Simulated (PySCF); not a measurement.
Molecule: SMILES O=[N+]([O-])O, HNO₃.

Geometry:
| atom | x (Å) | y (Å) | z (Å) |
| --- | --- | --- | --- |
| O1 | -0.320 | 1.171 | -0.402 |
| N2 | -0.369 | 0.129 | 0.191 |
| O3 | -1.167 | -0.266 | 0.974 |
| O4 | 0.657 | -0.753 | -0.068 |
| H5 | 1.208 | -0.281 | -0.715 |

Spin–spin couplings on one PBE0-D3(BJ)/def2-SVP geometry, PySCF 2.14, gas phase, non-relativistic, equivalent pairs averaged; isotopes $^{17}$O, $^{15}$N, $^{1}$H; functional B3LYP.

Q: How do the couplings (Hz) change with the basis set? Times are CPU seconds on 1 thread of an Arm Neoverse V2, shared host. Far from the basis limit: 6-31G-J, pcJ-0.

A: 
```
    basis set  functions  $^{1}J$(O1,N2)  $^{1}J$(O4,H5)  $^{1}J$(N2,O4)  $^{2}J$(O1,O4)  $^{2}J$(O1,O3)  $^{3}J$(O1,H5)  core-s
      6-31G-J         52           -61.0           -51.9           -42.3            -9.3            -4.6             2.3     2.1
        pcJ-0         55           -70.7           -24.3           -41.4           -14.7            -1.3             2.6     2.1
aug-cc-pVTZ-J        204           -46.7           -68.5           -34.1            -6.2            -4.0             1.7      13
        pcJ-2        228           -46.4           -67.6           -33.6            -6.7            -3.7             1.7      16
```
